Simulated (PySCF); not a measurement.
# Structure from NMR data

The spectra below were simulated for a compound C3.

¹³C{¹H} NMR (computed): δ 374.9 (C, 2C), 158.5 (C).

- B3LYP/pcJ-1 coupling constants
- σ from GIAO-PBE0/pcSseg-1
- PBE0-D3(BJ)/def2-SVP geometry
- program: PySCF 2.14.0 with density-fitted response routines
- gas phase, one averaged value for each set of equivalent atoms, a single conformation, no relativistic terms

Referencing at the same level of theory: TMS for ¹³C (σref 184.41).

Propose a structure and justify it.

Answers


1. Rings plus π bonds: 4 (no ring in the answer).
2. 2 carbon signals for 3 carbons: some carbons are equivalent by symmetry or fast rotation.
3. Carbon types of the structure: 3 × C.
4. δC 374.9: carbon bonded to C.
5. δC 158.5: central carbon of an allene.

The compound is Carbon trimer (SMILES [C]=C=[C]).

Shifts are as computed. Against solution values, carbons near 30 ppm lie about +2 ppm off and those near 130 ppm about +5 ppm. Of 1211 compounds with measured shifts, 218 miss one by over three times the rms of a fit or turn the order of signals round; such compounds aren't used in these exercises.
